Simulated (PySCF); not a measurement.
# Working with the constants of MgB

ROHF-CCSD(T) constants of MgB, doublet, unpaired electrons π ↑ (basis Mg def2-SVP, B def2-SVP; no relativity; PySCF 2.14; masses 23.9850 and 11.0093 u):

- ωe: 347.9 cm⁻¹
- ωexe: 8.17 cm⁻¹
- Be: 0.38768 cm⁻¹
- αe: 0.00832 cm⁻¹
- D (centrifugal): 1.93e-06 cm⁻¹
- De to Mg + B: 0.374 eV

**Question.** Give the vibrational terms G(v) and spacings up to v = 5.

**Answer.** G(v) = ωe(v+½) − ωexe(v+½)².

```tsv
v	G(v) (cm⁻¹)	G(v) − G(v−1)	Bv (cm⁻¹)
0	172		0.3835
1	503	332	0.3752
2	819	315	0.3669
3	1118	299	0.3586
4	1400	283	0.3502
5	1666	266	0.3419
```

**Question.** How well does the Morse estimate ωe²/(4ωexe) reproduce De, and what is D0?

**Answer.** It gives 0.459 eV, 123 % of the computed De. D0 = De − G(0) = 0.374 − 0.021 = 0.353 eV.

Correlated steps freeze 2 core orbitals. The bond is weak. Basis-set superposition, not corrected here, can be much of De in a small basis, most of all at correlated wavefunction levels. The CCSD T1 diagnostic is raised, a sign that a single reference may not be enough here. The state was picked by a PBE0 search and need not be the measured ground state.
